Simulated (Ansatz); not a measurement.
System: hcp Os. Method: HSE06 (plane waves, PAW; Ansatz, a quantum-chemistry and plane-wave program).

Settings: plane-wave cutoff 500 eV, 12×12×6 k mesh (along the axes of the cell as run), Fermi–Dirac smearing 0.1 eV, no spin polarisation, scalar-relativistic PAW data made under PBE.

Computed at the level's own relaxed cell.

Question: Give the computed volume per atom, lattice constant a and c axis length.

Answer: 
volume per atom: 13.80 Å³/atom
lattice constant a: 2.722 Å
c axis length: 4.300 Å

Measured, for comparison: lattice constant a 2.734 Å (293 K, not corrected to a static lattice, our sources range from 2.734 to 2.740; as tabulated in Wikipedia's data pages); lattice parameter c 4.320 Å (293 K, not corrected to a static lattice; as tabulated in Wikipedia's data pages). Computed (rounded) less measured: lattice constant a -0.4 % (-0.4 % to -0.7 % over the range), lattice parameter c -0.5 %. A static lattice is as a rule a little smaller and stiffer than an uncorrected measurement, which narrows the difference in the lattice constant a, lattice parameter c and would widen misses of the other sign.

Note: exact exchange on metals is sensitive to the k mesh and can open a false gap; the run warned that the count of filled bands differs between k points.

Spin–orbit coupling is not included.

Computed values are for the static lattice.

Computing time: roughly 12 core-minutes.
